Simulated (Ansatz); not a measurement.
# BN2 (doublet): the correlation ladder, cc-pVDZ

One table from this session's results is given with a row withheld; the runs are named, their logs left out.

Computed with Ansatz 0.2.0, Gaussian basis. Level: cc-pVDZ, core rule «outside noble gas», up to 3 orbitals frozen.

The runs, in order: UHF; CCSD(T) on ROHF; CCSD(T) on UHF; BCCD(T) on ROHF; CISD; CCSDT(Q) on ROHF; CCSDT(Q) on UHF.

36 further runs of the same task are left out: 12 for a known fault of the program, 12 that didn't finish, 12 set aside as unsound or not needed.

## The system

The geometry is a PBE0/def2-TZVP stationary point (not a proven minimum) of the parent state, kept for this charge and spin.

3 atoms, charge 0, spin multiplicity 2.

Atoms are counted from 1 here; the program's logs count them from 0.

Bond lengths: B1–N2 1.314 Å, N2–N3 1.170 Å. Angles: B1–N2–N3 180.0°.

Set-up of the first run:

The input, in.yaml:

```yaml
crystal:
  periodic: [false, false, false]
  atoms:
    - {symbol: B, position_ang: [0.000000, 0.000000, 1.266000]}
    - {symbol: N, position_ang: [0.000000, 0.000000, -0.048200]}
    - {symbol: N, position_ang: [0.000000, 0.000000, -1.217800]}
basis:
  gaussian: {orbitals: cc-pVDZ}
magnetization: {spin_polarized: true, initial_magnetization: 1}
hamiltonian: {xc: hf}
output: {orbitals: {seedname: orbitals}}
```

Run with:

```bash
$ ansatz run in.yaml --threads 1 --pin off --events-out ev --progress --plain --max-ram 2393MiB
```

Among the steps run: UHF; CCSD(T) on ROHF; CCSD(T) on UHF; BCCD(T) on ROHF; CISD; CCSDT(Q) on ROHF; CCSDT(Q) on UHF.

One of the session's tables, all rows but one given; the rest of the session is left out.

```
   method  from RCCSDT(Q) (meV)
     ROHF              +10885.8
      UHF              +10444.8
     RMP2               +1174.0
     UMP2               +1644.7
     CISD               +1602.1
    RCCSD                +521.1
    UCCSD                +524.9
 RCCSD(T)                 +70.3
 UCCSD(T)                 +96.8
  BCCD(T)                 +72.0
   RCCSDT                 +49.2
   UCCSDT                     ?
RCCSDT(Q)                     0
UCCSDT(Q)                  -6.2
```

Estimate the missing values for UCCSDT.

As computed: from RCCSDT(Q) (meV): +48.4. In the column «from RCCSDT(Q) (meV)» it lies between RCCSDT(Q) (0) and RCCSDT (+49.2).

To keep in mind: The determinant is far from a pure spin state, so its energy mixes those of several spin states (harmless only where they are near-degenerate, as at dissociation). Restricted and unrestricted rows rest on different reference determinants; where their highest levels disagree by more than a few hundredths of an eV, they describe different states and don't form one ladder.
